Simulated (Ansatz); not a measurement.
Rhombohedral A7 Bi was calculated with r²SCAN-D4 (Ansatz, a first-principles code, plane waves, PAW).

Numerical settings: plane-wave cutoff 500 eV, 20×20×20 k mesh, Fermi–Dirac smearing 0.1 eV, scalar-relativistic PAW data made under PBE.

Computed at the level's own relaxed cell.

Q: Estimate the volume per atom, equilibrium lattice constant a and lattice parameter c that the calculation returns.

A: 
- volume per atom: 35.95 Å³/atom
- equilibrium lattice constant a: 4.521 Å
- lattice parameter c: 12.187 Å

Measured, for comparison: lattice constant a 4.533 Å, lattice parameter c 11.796 Å (low temperature, zero-point motion not removed, hexagonal setting; as tabulated in Arnaud et al. (2016), arXiv:1602.08959). Computed (rounded) less measured: lattice constant a -0.3 %, lattice parameter c +3.3 %.

Spin–orbit coupling is not included; it can shift volumes and moduli of such heavy elements.

The computed numbers hold no vibrational or temperature effects.

It cost roughly 5 core-minutes of CPU time.
